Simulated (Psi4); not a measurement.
**UTPSS/aug-cc-pVDZ run of Si2H4Cl (SMILES [SiH2][SiH2]Cl)**

What is the vertical ionisation energy of Si2H4Cl at UTPSS/aug-cc-pVDZ? 

The calculation is run with Psi4 1.11.

1 further run of the same task is left out (set aside as unsound or not needed).

## (1) The structure to begin with

The species is Si2H4Cl (7 atoms), meant as a doublet with charge 0. As SMILES, `[SiH2][SiH2]Cl`. Geometry: relaxed at PBE0-D4/def2-TZVP. This is one conformer, not always the lowest.

Bond lengths: Si1–Si2 2.324 Å, Si2–Cl3 2.062 Å, Si1–H4 1.487 Å, Si1–H5 1.489 Å, Si2–H6 1.484 Å, Si2–H7 1.486 Å. Angles: Si1–Si2–Cl3 108.2°, Si1–Si2–H6 110.2°, Si1–Si2–H7 113.9°, Cl3–Si2–H6 108.4°, Cl3–Si2–H7 107.1°, Si2–Si1–H4 113.9°, Si2–Si1–H5 113.5°, H6–Si2–H7 108.9°, H4–Si1–H5 110.7°.

## (2) The energy at UTPSS/aug-cc-pVDZ

Contents of job.json:

```json
{
  "schema_name": "qcschema_input",
  "schema_version": 1,
  "molecule": {
    "schema_name": "qcschema_molecule",
    "schema_version": 2,
    "symbols": ["Si", "Si", "Cl", "H", "H", "H", "H"],
    "geometry": [-2.4653367, 0.37246502, -0.92615477, 1.46699439, -0.14664275, 0.95846909, 1.68884824, -3.78833396, 2.32776464, -2.96441337, -1.41805048, -3.03395529, -2.98746803, 3.01921543, -1.72550892, 1.74856358, 1.62724317, 3.11237893, 3.6286521, 0.2056022, -0.79935415],
    "molecular_charge": 0,
    "molecular_multiplicity": 2,
    "fix_symmetry": "c1"
  },
  "driver": "energy",
  "model": {
    "method": "tpss",
    "basis": "aug-cc-pVDZ"
  },
  "keywords": {
    "reference": "uks",
    "puream": true,
    "e_convergence": 1e-09,
    "d_convergence": 1e-08,
    "scf_type": "pk",
    "dft_radial_points": 99,
    "dft_spherical_points": 590,
    "maxiter": 200,
    "scf_properties": ["MULLIKEN_CHARGES", "DIPOLE", "MAYER_INDICES"]
  }
}
```

Command:

```console
$ psi4 --qcschema job.json -n 1 --memory 1600MB
```

stdout, cut to the lines that bear on the results:

```text
[...]
  Running in c1 symmetry.
[...]
  Nuclear repulsion =  181.627483204067971
[...]
  Multiplicity = 2
[...]
  Nalpha       = 25
  Nbeta        = 24
[...]
    Number of basis functions: 117
[...]
   @UKS iter   1: -1041.57243827409957   -2.52703e-01   2.77659e-03 ADIIS/DIIS
[...]
   @UKS iter  12: -1041.65968310082826   -7.95808e-12   8.77247e-09 DIIS
[...]
   @S^2 Observed:                7.540027847E-01
[...]
    Orbital Energies [Eh]
    ---------------------
    Alpha Occupied:
       1A   -101.005340     2A    -65.744244     3A    -65.713424
       4A     -9.244411     5A     -7.022012     6A     -7.014904
       7A     -7.014805     8A     -5.162203     9A     -5.135759
      10A     -3.540208    11A     -3.536139    12A     -3.535567
      13A     -3.514701    14A     -3.509380    15A     -3.509218
      16A     -0.774155    17A     -0.531407    18A     -0.471036
      19A     -0.366062    20A     -0.357815    21A     -0.336341
      22A     -0.326437    23A     -0.286572    24A     -0.272557
      25A     -0.205304
    Alpha Virtual:
[...]
  @UKS Final Energy: -1041.65968310082826
   => Energetics <=
    Nuclear Repulsion Energy =            181.6274832040679712
    One-Electron Energy =               -1801.7943356426476385
    Two-Electron Energy =                 650.1408435340057395
    DFT Exchange-Correlation Energy =     -71.6336741962544039
    Empirical Dispersion Energy =           0.0000000000000000
    VV10 Nonlocal Energy =                  0.0000000000000000
    Total Energy =                      -1041.6596831008282606
[...]
 Multipole Moments:
 ------------------------------------------------------------------------------------
     Multipole            Electronic (a.u.)      Nuclear  (a.u.)        Total (a.u.)
 ------------------------------------------------------------------------------------
 L = 1.  Multiply by 2.5417464519 to convert [e a0] to [Debye]
 Dipole X            :          1.4948111           -1.6046835           -0.1098724
 Dipole Y            :         -5.0299861            5.5092871            0.4793009
 Dipole Z            :          3.3969138           -3.6214481           -0.2245342
 Magnitude           :                                                    0.5405710
[...]
  Mulliken Charges: (a.u.)
   Center  Symbol    Alpha    Beta     Spin     Total
       1    SI     7.65648  6.62612  1.03036 -0.28259
       2    SI     6.99790  7.01798 -0.02008 -0.01588
       3    CL     8.68903  8.69437 -0.00534 -0.38341
       4     H     0.41931  0.43270 -0.01340  0.14799
       5     H     0.42575  0.44216 -0.01641  0.13209
       6     H     0.39485  0.39813 -0.00327  0.20702
       7     H     0.41668  0.38854  0.02814  0.19478
   Total alpha = 25.00000, Total beta = 24.00000, Total charge = -0.00000
  Mayer Bond Indices:
[...]
```

The result, in JSON:

```text
{
 "driver": "energy",
 "model": {
  "method": "tpss",
  "basis": "aug-cc-pVDZ"
 },
 "success": true,
 "return_result": -1041.6596831008283,
 "properties": {
  "calcinfo_nbasis": 117,
  "calcinfo_nmo": 117,
  "calcinfo_nalpha": 25,
  "calcinfo_nbeta": 24,
  "calcinfo_natom": 7,
  "nuclear_repulsion_energy": 181.62748320406797,
  "return_energy": -1041.6596831008283,
  "scf_one_electron_energy": -1801.7943356426476,
  "scf_two_electron_energy": 650.1408435340057,
  "scf_xc_energy": -71.6336741962544,
  "scf_dipole_moment": [-0.10987241399874526, 0.4793009324713404, -0.22453423441238218],
  "scf_total_energy": -1041.6596831008283,
  "scf_iterations": 12
 }
}
```

Wall time 70 s (1 thread of Intel Xeon 6975P-C (Granite Rapids), shared host); peak memory 0.8 GiB.

## (3) The singlet cation

Contents of clh4si2.py:

```python
import psi4

psi4.set_memory('1600 MB')
psi4.set_num_threads(1)
psi4.core.set_output_file('psi4.out', False)

mol = psi4.geometry("""
1 1
Si    -1.304600     0.197100    -0.490100
Si     0.776300    -0.077600     0.507200
Cl     0.893700    -2.004700     1.231800
H     -1.568700    -0.750400    -1.605500
H     -1.580900     1.597700    -0.913100
H      0.925300     0.861100     1.647000
H      1.920200     0.108800    -0.423000
symmetry c1
""")

options = {'basis': 'aug-cc-pVDZ', 'puream': True, 'e_convergence': 1e-09, 'd_convergence': 1e-08, 'scf_type': 'pk', 'dft_radial_points': 99, 'dft_spherical_points': 590}
psi4.set_options(options)

result, w = psi4.energy('tpss', return_wfn=True)
psi4.oeprop(w, 'MULLIKEN_CHARGES', 'DIPOLE', 'QUADRUPOLE', title='TPSS')
print('E =', round(result, 9))
```

Command:

```console
$ python clh4si2.py
```

psi4.out, cut to the lines that bear on the results:

```text
[...]
  Running in c1 symmetry.
[...]
  Nuclear repulsion =  181.627482998267340
[...]
  Multiplicity = 1
[...]
  Nalpha       = 24
  Nbeta        = 24
[...]
    Number of basis functions: 117
[...]
   @RKS iter   1: -1041.28808696566102    3.16483e-02   2.27516e-03 ADIIS/DIIS
[...]
   @RKS iter  13: -1041.34557474438952   -1.59162e-12   3.40008e-09 DIIS
[...]
  @RKS Final Energy: -1041.34557474438952
   => Energetics <=
    Nuclear Repulsion Energy =            181.6274829982673396
    One-Electron Energy =               -1791.4784984557315966
    Two-Electron Energy =                 639.8537328881847088
    DFT Exchange-Correlation Energy =     -71.3482921751101458
    Empirical Dispersion Energy =           0.0000000000000000
    VV10 Nonlocal Energy =                  0.0000000000000000
    Total Energy =                      -1041.3455747443895234
[...]
 Multipole Moments:
 ------------------------------------------------------------------------------------
     Multipole            Electronic (a.u.)      Nuclear  (a.u.)        Total (a.u.)
 ------------------------------------------------------------------------------------
 L = 1.  Multiply by 2.5417464519 to convert [e a0] to [Debye]
 Dipole X            :         -0.1877907           -1.6046835           -1.7924743
 Dipole Y            :         -3.8321582            5.5092871            1.6771288
 Dipole Z            :          2.3551636           -3.6214481           -1.2662845
 Magnitude           :                                                    2.7621009
 L = 2.  Multiply by 1.3450342976 to convert [e a0^2] to [Debye ang]
 Quadrupole XX       :       -210.8038312          193.6054515          -17.1983797
 Quadrupole XY       :        106.3960110         -109.3334920           -2.9374810
[...]
  Mulliken Charges: (a.u.)
   Center  Symbol    Alpha    Beta     Spin     Total
       1    SI     6.85756  6.85756  0.00000  0.28488
       2    SI     6.96367  6.96367  0.00000  0.07266
       3    CL     8.63571  8.63571  0.00000 -0.27143
       4     H     0.39439  0.39439  0.00000  0.21121
       5     H     0.40707  0.40707  0.00000  0.18586
       6     H     0.36910  0.36910  0.00000  0.26181
       7     H     0.37249  0.37249  0.00000  0.25501
   Total alpha = 24.00000, Total beta = 24.00000, Total charge =  1.00000
```

Standard output:

```text
E = -1041.345574744
```

Run time: 51 s. Hardware: 1 thread of Intel Xeon 6975P-C (Granite Rapids), shared host; peak memory 0.79 GiB.

## (4) What came out

At UTPSS/aug-cc-pVDZ:

```
                                           quantity           value
                      doublet Si2H4Cl: total energy  -1041.65968 Eh
                     doublet Si2H4Cl: dipole moment          1.37 D
doublet Si2H4Cl: HOMO energy (highest over α and β)        -5.59 eV
 doublet Si2H4Cl: LUMO energy (lowest over α and β)        -3.79 eV
                              doublet Si2H4Cl: ⟨S²⟩           0.754
                       singlet cation: total energy  -1041.34557 Eh
                        singlet cation: HOMO energy       -12.28 eV
                        singlet cation: LUMO energy       -11.25 eV
                      singlet cation: HOMO–LUMO gap         1.03 eV
 vertical ionisation energy (to the singlet cation)        8.547 eV
```

What this shows: Removing an electron at fixed nuclei costs 8.55 eV (825 kJ/mol). Only the singlet of the ionised species was computed; a triplet could lie lower. Mulliken charges (doublet Si2H4Cl) run from -0.38 on Cl3 to +0.21 on H6; in a basis this large or diffuse they mean little. Mulliken charges (singlet cation) run from -0.27 on Cl3 to +0.28 on Si1; in a basis this large or diffuse they mean little.
